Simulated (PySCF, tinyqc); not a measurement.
Inside a calculation. Method: CIS on RHF in the sto-3g basis, frozen core, for BH, spin multiplicity 1. The lowest restricted solution is unstable here: a spin-polarised one lies 0.0049 hartree lower (PySCF). One step of it, computed by the program tinyqc.

Problem. CIS matrix, singlets. A(ia,jb) = (e_a - e_i) d_ij d_ab + 2 (ia|jb) - (ij|ab).

orbital energies (hartree): MO1 -7.374533, MO2 -0.477245, MO3 -0.240462, MO4 0.252826, MO5 0.252826, MO6 0.409668

Two-electron integrals over orbitals (pq|rs), unique and non-zero (hartree); the lowest 1 orbital is frozen and left out:
```
(22|22) 0.477605    (32|22) 0.014979    (32|32) 0.118051    (33|22) 0.436301
(33|32) -0.014625   (33|33) 0.477453    (42|42) 0.083328    (43|42) -0.041906
(43|43) 0.038805    (44|22) 0.473575    (44|32) -0.076273   (44|33) 0.437978
(44|44) 0.586773    (52|52) 0.083328    (53|52) -0.041906   (53|53) 0.038805
(54|54) 0.031630    (55|22) 0.473575    (55|32) -0.076273   (55|33) 0.437978
(55|44) 0.523513    (55|55) 0.586773    (62|22) 0.051786    (62|32) -0.025127
(62|33) -0.019048   (62|44) 0.083228    (62|55) 0.083228    (62|62) 0.096089
(63|22) 0.013119    (63|32) -0.108811   (63|33) 0.021406    (63|44) 0.090234
(63|55) 0.090234    (63|62) 0.059722    (63|63) 0.134913    (64|42) 0.028812
(64|43) 0.001503    (64|64) 0.026606    (65|52) 0.028812    (65|53) 0.001503
(65|65) 0.026606    (66|22) 0.485809    (66|32) 0.056793    (66|33) 0.464473
(66|44) 0.443837    (66|55) 0.443837    (66|62) 0.019127    (66|63) -0.029994
(66|66) 0.542654
```

Give: CIS matrix A, singlet.

Solution.

CIS matrix A, singlet (hartree), order 2>4, 2>5, 2>6, 3>4, 3>5, 3>6:
$$\begin{pmatrix}
0.4232 & 0.0000 & 0.0000 & -0.0075 & 0.0000 & 0.0000 \\
0.0000 & 0.4232 & 0.0000 & 0.0000 & -0.0075 & 0.0000 \\
0.0000 & 0.0000 & 0.5933 & 0.0000 & 0.0000 & 0.0627 \\
-0.0075 & 0.0000 & 0.0000 & 0.1329 & 0.0000 & 0.0000 \\
0.0000 & -0.0075 & 0.0000 & 0.0000 & 0.1329 & 0.0000 \\
0.0000 & 0.0000 & 0.0627 & 0.0000 & 0.0000 & 0.4555
\end{pmatrix}$$
